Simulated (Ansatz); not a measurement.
Elements on the sites of an ideal bcc lattice, at a guessed lattice constant:

```yaml
crystal:
  lattice:
    - [6.53902, 0.00000, 0.00000]
    - [0.00000, 6.53902, 0.00000]
    - [0.00000, 0.00000, 6.53902]
  atoms:
    - { symbol: Ta, position: [0.00000, 0.00000, 0.00000] }
    - { symbol: Ta, position: [0.50000, 0.00000, 0.00000] }
    - { symbol: Ta, position: [0.00000, 0.00000, 0.50000] }
    - { symbol: Ta, position: [0.25000, 0.25000, 0.25000] }
    - { symbol: Ta, position: [0.50000, 0.00000, 0.50000] }
    - { symbol: Ta, position: [0.75000, 0.25000, 0.25000] }
    - { symbol: Ta, position: [0.25000, 0.25000, 0.75000] }
    - { symbol: Ta, position: [0.50000, 0.50000, 0.50000] }
    - { symbol: Ta, position: [0.75000, 0.25000, 0.75000] }
    - { symbol: Ta, position: [0.75000, 0.75000, 0.75000] }
    - { symbol: W, position: [0.00000, 0.50000, 0.00000] }
    - { symbol: W, position: [0.50000, 0.50000, 0.00000] }
    - { symbol: W, position: [0.00000, 0.50000, 0.50000] }
    - { symbol: W, position: [0.25000, 0.75000, 0.25000] }
    - { symbol: W, position: [0.75000, 0.75000, 0.25000] }
    - { symbol: W, position: [0.25000, 0.75000, 0.75000] }
```

Cell and atoms were relaxed without symmetry on coarser meshes and computed once more. Computed with Ansatz, DFT PBE, scalar-relativistic, plane waves, PAW.

Cutoff 420 eV; k points 5×5×5 on the computed 16-atom cell (Γ-centred); Gaussian smearing, width 0.10 eV; no spin polarisation.

The relaxation ran on 2×2×2 (shifted) and then 3×3×3 k points with a smearing of 0.1 eV, from sites shaken by 0.02 Å.

**Question.** What does the relaxation give?

**Answer.** A volume of 17.37 Å³/atom and no gap on the mesh. It lies 0.06 eV/atom below the elements' standard states (static lattices, no corrections for gases). The atoms leave their sites by 0.04 Å (root mean square) and 0.05 Å at most, and the cell stretches by up to 0.5 % at fixed volume.

```
CELL_PARAMETERS angstrom
6.51166 0.00723 0.00237
0.00709 6.55429 0.00765
0.00232 0.00753 6.51252
ATOMIC_POSITIONS crystal
Ta 0.00194 0.99483 0.00278
Ta 0.49810 0.99593 0.00251
Ta 0.00168 0.99593 0.49893
Ta 0.24714 0.25726 0.24795
Ta 0.49779 0.99622 0.49863
Ta 0.75099 0.25616 0.24822
Ta 0.24740 0.25616 0.75181
Ta 0.49714 0.50784 0.49796
Ta 0.75130 0.25587 0.75211
Ta 0.75195 0.74425 0.75278
W 0.00106 0.50517 0.00189
W 0.49763 0.50607 0.00155
W 0.00073 0.50607 0.49845
W 0.24802 0.74693 0.24885
W 0.75146 0.74603 0.24919
W 0.24836 0.74602 0.75229
```

The final mesh leaves forces up to 0.07 eV/Å and stresses up to 0.9 GPa: the relaxation ran on a coarser mesh, so the cell's shape, its bonds and its energy belong partly to that mesh.

Spin-orbit coupling is left out, which matters for the bands of heavy elements.

Cost: 2 runs of about 8 core-minutes in all (earlier runs that led there not counted), on Intel Xeon Platinum 8259CL (Skylake/Cascade Lake) (shared hosts).